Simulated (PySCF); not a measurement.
CN, SMILES [C]#N (connectivity only; charge and spin as stated), charge -1, multiplicity 1.

The structure is a stationary point at B3LYP-D3(BJ)/def2-TZVPD.

Two levels are set side by side: PBE/def2-TZVPD (PySCF) and B3LYP/def2-TZVPD (PySCF). Same geometry, gas phase. Differences are taken from unrounded values.

```
quantity                      PBE
---------------------------  ----
orbital gap (eV)             5.30
highest occupied level (eV)  0.12
lowest empty level (eV)      5.42
mean polarisability (bohr³)  28.7
```

These are the PBE values. What does B3LYP give? (The exact figures need the calculation; the answer reports its results.)


```tsv
quantity	B3LYP	PBE minus B3LYP
orbital gap (eV)	6.83	-1.53
highest occupied level (eV)	-1.16	1.28
lowest empty level (eV)	5.67	-0.25
mean polarisability (bohr³)	27.3	1.4
```

PBE's occupied levels lie high since its potential decays too fast outside the molecule; exact exchange lowers them and widens the gap. PBE's more diffuse valence density responds more strongly to a field. Differences between two approximate levels are no errors against the true value.

Rough cost on one machine, each run with all the roots and properties that it gave: B3LYP against PBE within a factor of 2.
